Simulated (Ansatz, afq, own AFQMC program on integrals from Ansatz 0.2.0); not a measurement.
Integrals from Ansatz 0.2.0, then the random walk in our own AFQMC program (afq).

```yaml
crystal:
  periodic: [false, false, false]
  atoms:
    - {symbol: Ga, position_ang: [0.000011, -0.274849, 2.291206]}
    - {symbol: B, position_ang: [-0.000037, -0.297198, 0.062683]}
    - {symbol: P, position_ang: [0.000017, -0.321389, -1.646823]}
    - {symbol: H, position_ang: [0.000009, 0.893437, -0.707065]}
basis:
  gaussian: {orbitals: cc-pVDZ}
magnetization: {spin_polarized: false}
correlation: {method: ccsd_t, electrons: outside_noble_gas, hamiltonian_folder: ham}
```

```sh
$ ansatz run in.yaml --threads 1 --pin off --events-out ev --progress --plain --max-ram 1843MiB
```

afq runs on the folder ham with

```
--method phaseless --trial cisd --walkers 60 --populations 1 --least-time 40 --time-step 0.005 --steps-per-block 50 --equilibration-blocks 28 --max-blocks 300 --target-error 0.00042 --factor-cut 1e-05 --seed 98 --release-times 0.24,0.51,0.99,1.62,2.4 --release-step 0.03 --release-every 4 --taylor-order 6
```

Times are imaginary, in 1/Eh. The walk had a cap of 894 s. Filled inner d shells are frozen with the cores.

Output of the walk:

```
orbitals 44  electrons 6 6  factors 357 of 692
reference energy -2289.14935333 Eh
CCSD correlation -0.27499485 Eh in 13 cycles, weight of the determinant in the CISD state 0.8172
energy of the start -2289.424348 Eh
 block  time / (1/Eh)  mean weight  energy / Eh
     1     0.250  0.9975  -2289.417954
     2     0.500  1.0002  -2289.421062
     3     0.750  1.0019  -2289.423024
     4     1.000  1.0008  -2289.425078
     5     1.250  1.0010  -2289.430253
     7     1.750  0.9993  -2289.435007
     9     2.250  0.9989  -2289.434321
    17     4.250  1.0022  -2289.438180
    33     8.250  1.0004  -2289.435946
    49    12.250  1.0005  -2289.433776
    65    16.250  1.0010  -2289.438850
    81    20.250  1.0000  -2289.431665
    97    24.250  1.0030  -2289.436565
   113    28.250  1.0017  -2289.441767
   129    32.250  1.0014  -2289.431025
   145    36.250  0.9995  -2289.448546
   161    40.250  0.9987  -2289.438335
   177    44.250  1.0006  -2289.447453
   193    48.250  0.9986  -2289.435068
   209    52.250  1.0009  -2289.438792
   217    54.250  0.9986  -2289.450048
   225    56.250  0.9991  -2289.431225
   241    60.250  0.9996  -2289.439230
   257    64.250  1.0002  -2289.439582
   265    66.250  1.0002  -2289.429948
   273    68.250  0.9989  -2289.441045
   289    72.250  0.9988  -2289.443544
   305    76.250  1.0006  -2289.433323
   321    80.250  1.0003  -2289.436763
blocks merged  error / Eh  count
     1  0.000364  300
     2  0.000458  150
     4  0.000577  75
     8  0.000657  37
    16  0.000786  18
    32  0.000710  9
released: time / (1/Eh)  energy / Eh  error  mean overlap
  0.24  -2289.439479  0.000769  0.9980
  0.51  -2289.439378  0.000743  0.9899
  0.99  -2289.438529  0.000699  1.0029
  1.62  -2289.438327  0.001001  1.0112
  2.40  -2289.441202  0.001066  0.9712
energy -2289.439553 +/- 0.000786 Eh
(rows thinned)
```

The run passed its tests (sampling time, drift between the halves within three errors, error under three times the target), which doesn't prove that it has relaxed.

Against this walk (error 21.4 meV) on the same determinant: CCSD(T) 55.9 meV higher, CCSDT(Q) 1.9 meV lower (within the noise). The error is statistical and leaves out the bias of the constraint. Released to 2.40 1/Eh the energy moves by -45 ± 36 meV (both errors), within twice the noise.

Cautions: constraint bias not in the error; error above the target (21.4 against 11.4 meV); no relativity below Rb; no spin-orbit coupling; inner d shell frozen; higher spins were not checked; raised T1 diagnostic (T1 0.021, weight of the determinant 0.82, largest double 0.08); the bias of populations of 60 walkers isn't removed.

The walk took 4.9 min on 1 thread of Intel(R) Xeon(R) 6975P-C (Granite Rapids), on a shared host. The log's last line is the phaseless energy.

CCSDT and higher add their correlation energy to the determinant of the CCSD(T) run, since their own runs factorise the integrals more tightly (a shift of under 2 meV).
